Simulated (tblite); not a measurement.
Compound: C₄H₉P₂ (charge -1).
Atom-mapped SMILES: `[PH2:1][CH2:2][P-:3][CH:4]1[CH2:5][CH2:6]1` (hydrogens: H7, H8 on P1; H9, H10 on C2; H11 on C4; H12, H13 on C5; H14, H15 on C6)

The geometry is computed with GFN2-xTB (gas phase).

(1) What internal coordinates does the optimisation give?

## Answers

(1) 
```
          bond  length (Å)   order
         P1–C2       1.863  single
         C2–P3       1.853  single
         P3–C4       1.841  single
         C4–C5       1.507  single
         C5–C6       1.496  single
         C4–C6       1.496  single
  P1–H7, P1–H8       1.385  single
 C2–H9, C2–H10       1.098  single
        C4–H11       1.091  single
C5–H12, C6–H15       1.081  single
C5–H13, C6–H14       1.085  single
```

Bonds in one row agree within 0.01 Å and their mean is given. Orders are formal, as drawn. A selection of angles:
```
     angle  degrees
  C2–P1–H7     96.0
  C2–P1–H8     96.6
  H7–P1–H8     91.3
  P1–C2–P3    118.8
  P1–C2–H9    105.7
  P3–C2–H9    107.1
 P3–C2–H10    111.5
 H9–C2–H10    107.3
  C2–P3–C4     95.7
  P3–C4–C5    122.3
  P3–C4–C6    119.8
 P3–C4–H11    113.3
  C5–C4–C6     59.8
 C5–C4–H11    115.7
  C4–C5–C6     59.8
 C4–C5–H12    118.0
 C4–C5–H13    118.9
 C6–C5–H12    117.6
 C6–C5–H13    118.3
H12–C5–H13    114.0
 C5–C6–H14    118.6
```

Dihedral angles: P1–C2–P3–C4 -70° (synclinal); C2–P3–C4–C5 101° (anticlinal); P3–C4–C5–C6 108° (anticlinal); P3–C4–C6–C5 -112° (anticlinal). The mirror-image conformer, all signs reversed, is as good.

P1 (phosphine phosphorus) is pyramidal (angles 96.6°, 96.0° and 91.3°, sum 283.9°, 0.80 Å off the plane of its three neighbours). The 3-membered ring C4–C5–C6 has internal angles of 59.8° to 60.5°. Of the pairs four or more bonds apart, C5···H7 is among the closest relative to their van der Waals radii: 2.75 Å, 95 % of the sum of Bondi's values. The 3 C–P bonds span 1.841 Å (P3–C4, drawn single) to 1.863 Å (P1–C2, drawn single), a spread of 0.022 Å.

Point group: C1 (no symmetry element, even within 0.4 Å). Its GFN2-xTB frequencies are all real (lowest 62 cm⁻¹). Torsions: H–P1–C2–P3 52° and -40°, P1–C2–P3–C4 -70°, C2–P3–C4–C5 101°. 3 starts were optimised and ended at 0.00, 0.66 and 1.15 kcal/mol (GFN2-xTB); the lowest of these is shown.
